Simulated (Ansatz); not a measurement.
# C₃H₅O radical: up Jacob's ladder to CCSD(T)

An exercise on one series of results from a longer session: the logs are not shown, and one member is left open.

Computed with Ansatz 0.2.0, Gaussian basis. Level: functionals in def2-TZVPP, the program's frozen cores in correlated methods.

The runs, in order: LDA (SPW92), PBE-D4, revPBE-D4, BLYP-D4, r2SCAN-D4, B97M-V, PBE0-D4, B3LYP-D4, r2SCANh-D4, r2SCAN0-D4, HSE06-D4, BHLYP-D4, CAM-B3LYP-D4, LC-ωPBE, ωB97X-V, ωB97M-V, B2PLYP, PBE-QIDH; CCSD(T)/def2-SVP; CCSD(T)/def2-TZVPP; MP2/def2-QZVPP; extrapolation to the limit; RPA on PBE.

## The relaxed structure

All runs share one geometry, relaxed beforehand with PBE0-D4 in a triple-zeta def2 set.

SMILES `CC[C]=O`, 9 atoms, charge 0, spin multiplicity 2.

Atoms are counted from 1 here; the program's logs count them from 0.

Bond lengths: C1–C2 1.518 Å, C1–H5 1.091 Å, C1–H6 1.091 Å, C1–H7 1.092 Å, C2–C3 1.506 Å, C2–H8 1.096 Å, C2–H9 1.096 Å, C3–O4 1.175 Å. Angles: C2–C1–H5 110.9°, C2–C1–H6 110.4°, C2–C1–H7 111.1°, H5–C1–H6 108.4°, H5–C1–H7 107.9°, H6–C1–H7 108.0°, C1–C2–C3 113.0°, C1–C2–H8 112.5°, C1–C2–H9 110.4°, C3–C2–H8 108.4°, C3–C2–H9 104.7°, H8–C2–H9 107.4°, C2–C3–O4 129.1°.

The first run:

The input, in.yaml:

```yaml
crystal:
  periodic: [false, false, false]
  atoms:
    - {symbol: C, position_ang: [-0.333543, 0.813415, -0.600286]}
    - {symbol: C, position_ang: [-0.137578, -0.286268, 0.427906]}
    - {symbol: C, position_ang: [0.957510, -1.251319, 0.056278]}
    - {symbol: O, position_ang: [1.720491, -1.811098, 0.753277]}
    - {symbol: H, position_ang: [-0.541963, 0.392964, -1.585393]}
    - {symbol: H, position_ang: [-1.168592, 1.455652, -0.316359]}
    - {symbol: H, position_ang: [0.558085, 1.437503, -0.683411]}
    - {symbol: H, position_ang: [0.073739, 0.108032, 1.428529]}
    - {symbol: H, position_ang: [-1.039650, -0.905081, 0.502357]}
basis:
  gaussian: {orbitals: def2-TZVPP}
magnetization: {spin_polarized: true, initial_magnetization: 1}
hamiltonian: {xc: lda}
output: {orbitals: {seedname: orbitals}}
```

On the command line:

```sh
ansatz run in.yaml --threads 4 --pin off --events-out ev --progress --plain --max-ram 10444MiB
```

Among the steps run: LDA; PBE-D4 (GGA); revPBE-D4 (GGA); BLYP-D4 (GGA); r2SCAN-D4 (meta-GGA); B97M-V (meta-GGA); PBE0-D4 (hybrid); B3LYP-D4 (hybrid); r2SCANh-D4 (hybrid); r2SCAN0-D4 (hybrid); HSE06-D4 (hybrid); BHLYP-D4 (hybrid); CAM-B3LYP-D4 (range-separated); LC-ωPBE (range-separated); ωB97X-V (range-separated); ωB97M-V (range-separated); B2PLYP (double hybrid); PBE-QIDH (double hybrid).

One of the session's tables, all rows but one given; the rest of the session is left out.

It belongs to the step «Frontier levels by functional». 

```
  functional  HOMO (eV)  gap (eV)
 LDA (SPW92)      -4.20      1.18
      PBE-D4      -4.16      1.54
   revPBE-D4      -4.11      1.59
     BLYP-D4      -4.08      1.42
   r2SCAN-D4      -4.54      2.39
      B97M-V      -4.46      2.00
     PBE0-D4      -5.67      4.23
    B3LYP-D4      -5.42      3.53
  r2SCANh-D4          ?         ?
  r2SCAN0-D4      -5.98      4.88
    HSE06-D4      -5.26      3.43
    BHLYP-D4      -7.13      6.72
CAM-B3LYP-D4      -7.11      6.67
     LC-ωPBE      -8.47      9.52
     ωB97X-V      -8.01      8.67
     ωB97M-V      -7.78      8.18
```

Estimate the missing values for r2SCANh-D4.

Worked estimate for «HOMO (eV)». Against the share of exact exchange, r2SCAN-D4 (0, -4.54), r2SCAN0-D4 (0.25, -5.98) give a slope of -5.76 per unit share; at 0.1 the line stands at -5.12.

The run gave: HOMO (eV): -5.11; gap (eV): 3.39. In «HOMO (eV)» the line misses by -0.01.
